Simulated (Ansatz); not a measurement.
Results of PBE-D3(BJ) in Ansatz (PAW) for In2O3 (Ia-3, No. 206).

Run with plane-wave cutoff 520 eV, 6×6×6 k mesh, Fermi–Dirac smearing 0.01 eV, scalar-relativistic PAW data made under PBE.

Computed at the level's own relaxed cell.

Q: Estimate the lattice parameter a that the calculation returns.

A: 
* **lattice parameter a**: 10.228 Å

Note: the relaxation could not lower the start's symmetry, so the cell can be a saddle point above a distorted one.

Spin–orbit coupling is not included.

Static lattice: no zero-point or thermal effects.

Ansatz is a first-principles code.
